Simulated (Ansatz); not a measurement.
Basis-set limit of NbCl₂, quartet

```xyz
3

Nb    0.0000    0.0000    0.0000
Cl    0.0000    0.0000   -2.2934
Cl    0.0000    0.0000    2.2934
```

Connectivity, by distances: Cl–Nb–Cl.

Ansatz 0.2.0, UHF determinant, valence electrons correlated, core potentials past Kr. Energies in eV.

| set | X | functions | Hartree–Fock | MP2 correlation | CCSD(T) correlation | time |
| --- | --- | --- | --- | --- | --- | --- |
| def2-TZVPP | 3 | 140 | -26545.9270 | -12.6349 | -14.2474 | 8.5 s on 1 × NVIDIA H100 80GB HBM3 with 1 thread of AMD EPYC 7R13 Processor (Zen 3), on a shared host |
| def2-QZVPP | 4 | 221 | -26546.6813 | -13.8622 | -15.5117 | 30 s on 1 × NVIDIA H100 80GB HBM3 with 1 thread of AMD EPYC 7R13 Processor (Zen 3) (shared host) |

Hartree–Fock is taken to follow E(X) = E∞ + A·exp(−7.88·√X), correlation E(X) = E∞ + B·X^−2.97.

Cautions: no spin-orbit coupling; outer-core shells of the metal frozen; higher spins were not checked.

Work out the CCSD(T) energy at the limit, and how far the shortcut misses it that extrapolates MP2 and adds CCSD(T) minus MP2 from the smaller set.

Hartree–Fock: E∞ = E4 + 0.1377·(E4 − E3) = -26546.7852. Correlation: E∞ = E4 + 0.7407·(E4 − E3) = -16.4483 for CCSD(T) and -14.7714 for MP2. The limit is -26563.2335 eV, 1.040 eV below def2-QZVPP. The shortcut gives a correlation energy of -14.7714 + (-1.6125) = -16.3839, 64 meV higher than the direct value.

Past Ne part of the Hartree–Fock step between the two sets comes from the cores, which don't follow the formula, so the 104 meV that it adds to the total can overshoot; that part largely cancels in differences.

The exponents were fitted on light atoms, and def2 sets of heavy atoms don't grow evenly, so the limit is rough here.
